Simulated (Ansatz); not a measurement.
# [Cl···H···H], doublet along the distance Cl1-H2

Starting geometry:

```xyz
3

Cl    0.0000    0.0000   -1.1976
H     0.0000    0.0000    0.0812
H     0.0000    0.0000    1.1164
```

From there H2 is moved from one fragment to the other while all else, the fragments' distance too, stays fixed; atoms are numbered as listed. Energies are in kJ/mol, counted from the starting geometry at the same level. Kohn–Sham curves are unrestricted where that lies lower.

Basis cc-pVDZ; Ansatz 0.2.0. Correlated methods freeze the noble-gas cores.

In so small a basis the reference is far from its limit while semilocal and hybrid functionals are nearer theirs (RPA and double hybrids share much of the reference's basis error), so the functionals' errors here hold much of the reference's basis and frozen-core error, which can add to them or hide them.

Full CI is exact within this basis and frozen core; it isn't the basis-set limit.

| distance Cl1-H2 (Å) | full CI | PBE | r2SCAN | PBE0 | B3LYP | r2SCANh | wB97M-V | B2PLYP | RPA-PBE |
| --- | --- | --- | --- | --- | --- | --- | --- | --- | --- |
| 1.189 | 26.4 | 34.4 | 31.9 | 30.3 | 32.9 | 30.8 | 29.7 | 29.0 | 30.2 |
| 1.279 | 0.0 | 0.0 | 0.0 | 0.0 | 0.0 | 0.0 | 0.0 | 0.0 | 0.0 |
| 1.320 | -5.3 | -8.5 | -7.1 | -6.9 | -8.3 | -6.7 | -6.8 | -6.5 | -7.5 |
| 1.362 | -8.6 | -14.2 | -11.4 | -11.2 | -14.2 | -10.7 | -11.3 | -10.8 | -13.1 |
| 1.403 | -10.8 | -17.5 | -13.6 | -13.8 | -18.2 | -12.6 | -14.2 | -13.5 | -17.4 |
| 1.445 | -12.3 | -19.0 | -14.2 | -15.0 | -20.9 | -13.2 | -16.1 | -15.3 | -20.8 |
| 1.486 | -13.3 | -18.4 | -13.2 | -14.7 | -21.9 | -12.3 | -16.7 | -16.0 | -23.0 |
| 1.528 | -12.8 | -15.1 | -10.1 | -12.2 | -20.7 | -9.5 | -15.4 | -15.0 | -23.4 |
| 1.569 | -9.9 | -8.2 | -3.9 | -6.6 | -16.2 | -3.8 | -11.2 | -11.1 | -20.7 |
